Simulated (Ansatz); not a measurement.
## Forces on a displaced structure

BNH5O (SMILES [NH3+]BO) (charge +1), closed shell, at a frame of a short PBE0-D4/def2-SVP trajectory.

N1  (-0.495, 0.738, -0.387)
B2  (0.544, -0.226, 0.281)
O3  (0.083, -1.457, 0.316)
H4  (-1.231, 0.149, -0.820)
H5  (-0.050, 1.438, -1.013)
H6  (-1.011, 1.307, 0.327)
H7  (1.529, 0.246, 0.675)
H8  (0.771, -2.051, 0.649)
(Å)

Program: Ansatz 0.2.0. Basis: def2-TZVPP. Cores are frozen in the correlated methods.

CCSD(T) forces from the calculation:
```csv
atom,Fx,Fy,Fz (eV/Å)
N1,-0.701,0.505,0.717
B2,-0.636,0.777,-0.223
O3,0.535,-0.479,0.015
H4,0.530,0.636,-0.342
H5,-0.561,-0.710,0.061
H6,0.608,-0.466,-0.491
H7,0.556,0.101,0.146
H8,-0.332,-0.363,0.117
```

Root-mean-square difference of the force components from those of CCSD(T): PBE-D4 0.194; r2SCAN-D4 0.087; PBE0-D4 0.144; wB97M-V 0.084 eV/Å.

No T1 diagnostic of these runs exceeds 0.013.

For scale, one of the runs: CCSD(T)/def2-TZVPP forces, 163 basis functions, launched by `ansatz run in.yaml --threads 2 --pin off --events-out ev --progress --plain --max-ram 3481MiB`. Time: 83 s of wall clock on 2 CPU threads of an Arm Neoverse V2; the host was shared. Peak host memory: 2.4 GiB.
